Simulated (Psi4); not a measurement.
Psi4 input (wB97X-D/6-311+G**):

```
memory 1500 MB

molecule {
0 1
Cl   -0.00000000   -0.00000000   -1.00677069
Cl    0.00000000    0.00000000    1.00677069
symmetry c1
no_reorient
no_com
}

set {
  basis 6-311+G**
  reference rks
  scf_type pk
  dft_radial_points 99
  dft_spherical_points 590
  e_convergence 1e-8
  d_convergence 1e-7
  maxiter 150
}

e = energy('wb97x-d')
print_out(f'\nFINAL {e:.10f} DIPOLE {variable("CURRENT DIPOLE")[0]:.6f} {variable("CURRENT DIPOLE")[1]:.6f} {variable("CURRENT DIPOLE")[2]:.6f}\n')
```

Output:

```
   => Loading Basis Set <=

    Name: 6-311+G**
    Role: ORBITAL
    Keyword: BASIS
    atoms 1-2 entry CL         line   468 file 6-311pgss.gbs

   => WB97X-D: Empirical Dispersion <=

    Chai and Head-Gordon Dispersion Correction
    Chai, J.-D.; Head-Gordon, M. (2010), J. Chem. Phys., 132: 6615-6620

        s6 =       1.000000

         ---------------------------------------------------------
                                   SCF
               by Justin Turney, Rob Parrish, Andy Simmonett
                          and Daniel G. A. Smith
                              RKS Reference
         ---------------------------------------------------------

  ==> Geometry <==

    Molecular point group: c1
    Full point group: D_inf_h

    Geometry (in Angstrom), charge = 0, multiplicity = 1:

       Center              X                  Y                   Z               Mass
    ------------   -----------------  -----------------  -----------------  -----------------
         CL           0.000000000000     0.000000000000    -1.006770690000    34.968852682000
         CL           0.000000000000     0.000000000000     1.006770690000    34.968852682000

  Running in c1 symmetry.

  Rotational constants: A = ************  B =      0.23781  C =      0.23781 [cm^-1]
  Rotational constants: A = ************  B =   7129.26394  C =   7129.26394 [MHz]
  Nuclear repulsion =   75.951860439853490

  Charge       = 0
  Multiplicity = 1
  Electrons    = 34
  Nalpha       = 17
  Nbeta        = 17

  ==> Algorithm <==

  SCF Algorithm Type is PK.
  DIIS enabled.
  MOM disabled.
  Fractional occupation disabled.
  Guess Type is SAD.
  Energy threshold   = 1.00e-08
  Density threshold  = 1.00e-07
  Integral threshold = 1.00e-12

  ==> Primary Basis <==

  Basis Set: 6-311+G**
    Blend: 6-311+G**
    Number of shells: 28
    Number of basis functions: 60
    Number of Cartesian functions: 62
    Spherical Harmonics?: true
    Max angular momentum: 2

  ==> DFT Potential <==

   => LibXC <=

    Version 7.1.2
    S. Lehtola, C. Steigemann, M. J. T. Oliveira, and M. A. L. Marques,  SoftwareX 7, 1–5 (2018) (10.1016/j.softx.2017.11.002)

   => Composite Functional: WB97X-D <=

    wB97X-D Hyb-GGA Exchange-Correlation Functional

    J.-D. Chai and M. Head-Gordon,  Phys. Chem. Chem. Phys. 10, 6615–6620 (2008) (10.1039/B810189B)

    Deriv               =              1
    GGA                 =           TRUE
    Meta                =          FALSE

    Exchange Hybrid     =           TRUE
    MP2 Hybrid          =          FALSE

   => Exchange-Correlation Functionals <=

    1.0000   wB97X-D range-separated functional

   => Exact (HF) Exchange <=

    0.7780            HF,LR [omega = 0.2000]
    0.2220               HF

   => LibXC Density Thresholds  <==

    XC_HYB_GGA_XC_WB97X_D:  1.00E-14

   => Molecular Quadrature <=

    Radial Scheme          =       TREUTLER
    Pruning Scheme         =           NONE
    Nuclear Scheme         =       TREUTLER

    Blocking Scheme        =         OCTREE
    BS radius alpha        =              1
    Pruning alpha          =              1
    Radial Points          =             99
    Spherical Points       =            590
    Total Points           =         112110
    Total Blocks           =            960
    Max Points             =            256
    Max Functions          =             58
    Weights Tolerance      =       1.00E-15

  ==> Integral Setup <==

  Using in-core PK algorithm.
   Calculation information:
      Number of atoms:                   2
      Number of AO shells:              28
      Number of primitives:             52
      Number of atomic orbitals:        62
      Number of basis functions:        60

      Integral cutoff                 1.00e-12
      Number of threads:                 1

  Performing in-core PK
  Using 5026095 doubles for integral storage.
  We computed 70980 shell quartets total.
  Whereas there are 82621 unique shell quartets.

  Computing range-separated integrals for PK
  We computed 70980 wK shell quartets total.
  Whereas there are 82621 wK unique shell quartets.

  ==> DiskJK: Disk-Based J/K Matrices <==

    J tasked:                  Yes
    K tasked:                  Yes
    wK tasked:                 Yes
    Omega:               2.000E-01
    Schwarz Cutoff:          1E-12


  Cached 100.0% of DFT collocation blocks in 0.142 [GiB].

  Minimum eigenvalue in the overlap matrix is 3.2755029310E-03.
  Reciprocal condition number of the overlap matrix is 7.5153971065E-04.
    Using symmetric orthogonalization.

  ==> Pre-Iterations <==

  SCF Guess: Superposition of Atomic Densities via on-the-fly atomic UHF (no occupation information).

   -------------------------
    Irrep   Nso     Nmo
   -------------------------
     A         60      60
   -------------------------
    Total      60      60
   -------------------------

  ==> Iterations <==

                        Total Energy        Delta E     RMS |[F,P]|

   @RKS iter SAD:  -920.24544514233594   -9.20245e+02   0.00000e+00
   @RKS iter   1:  -920.35414332099458   -1.08698e-01   3.64679e-03 DIIS/ADIIS
   @RKS iter   2:  -920.36797945288879   -1.38361e-02   1.52830e-03 DIIS/ADIIS
   @RKS iter   3:  -920.37075742427646   -2.77797e-03   1.63928e-04 DIIS/ADIIS
   @RKS iter   4:  -920.37081469991176   -5.72756e-05   6.67548e-05 DIIS
   @RKS iter   5:  -920.37082307769401   -8.37778e-06   4.92133e-06 DIIS
   @RKS iter   6:  -920.37082319069873   -1.13005e-07   3.40825e-07 DIIS
   @RKS iter   7:  -920.37082319112278   -4.24052e-10   5.61957e-08 DIIS
  Energy and wave function converged.

  ==> Post-Iterations <==

   Electrons on quadrature grid:
      Ntotal   =   33.9999997093 ; deviation = -2.907e-07

    Orbital Energies [Eh]
    ---------------------

    Doubly Occupied:

       1A   -101.781313     2A   -101.781312     3A     -9.646558
       4A     -9.646557     5A     -7.399646     6A     -7.399517
       7A     -7.384089     8A     -7.384089     9A     -7.384084
      10A     -7.384084    11A     -1.042411    12A     -0.872963
      13A     -0.558938    14A     -0.499284    15A     -0.499284
      16A     -0.396371    17A     -0.396371

    Virtual:

      18A     -0.061562    19A      0.089582    20A      0.105961
      21A      0.118616    22A      0.118616    23A      0.139098
      24A      0.151940    25A      0.151940    26A      0.228580
      27A      0.460416    28A      0.480826    29A      0.503971
      30A      0.503971    31A      0.532477    32A      0.532477
      33A      0.788660    34A      0.788660    35A      0.834637
      36A      0.898825    37A      0.901335    38A      0.901338
      39A      0.929456    40A      0.929459    41A      0.934446
      42A      1.031842    43A      1.031842    44A      1.401014
      45A      2.261388    46A      2.261388    47A      2.297418
      48A      2.358284    49A      2.358284    50A      2.540396
      51A      9.580086    52A      9.703329    53A     25.749229
      54A     25.749229    55A     25.968726    56A     25.968726
      57A     26.051009    58A     26.231676    59A    215.622046
      60A    215.766170

    Final Occupation by Irrep:
              A
    DOCC [    17 ]
    NA   [    17 ]
    NB   [    17 ]

  @RKS Final Energy:  -920.37082319112278

   => Energetics <=

    Nuclear Repulsion Energy =             75.9518604398534904
    One-Electron Energy =               -1421.2857103900071252
    Two-Electron Energy =                 466.2816770566454920
    DFT Exchange-Correlation Energy =     -41.3186363695212862
    Empirical Dispersion Energy =          -0.0000139280933475
    VV10 Nonlocal Energy =                  0.0000000000000000
    Total Energy =                       -920.3708231911226676

Computation Completed

Properties will be evaluated at   0.000000,   0.000000,   0.000000 [a0]

Properties computed using the SCF density matrix

 Multipole Moments:

 ------------------------------------------------------------------------------------
     Multipole            Electronic (a.u.)      Nuclear  (a.u.)        Total (a.u.)
 ------------------------------------------------------------------------------------

 L = 1.  Multiply by 2.5417464519 to convert [e a0] to [Debye]
 Dipole X            :         -0.0000000            0.0000000           -0.0000000
 Dipole Y            :         -0.0000000            0.0000000           -0.0000000
 Dipole Z            :          0.0000000            0.0000000            0.0000000
 Magnitude           :                                                    0.0000000

 ------------------------------------------------------------------------------------

FINAL -920.3708231911 DIPOLE -0.000000 -0.000000 0.000000

*** Psi4 exiting successfully. Buy a developer a beer!
```

The geometry given is a B3LYP-D3(BJ)/def2-TZVP minimum.
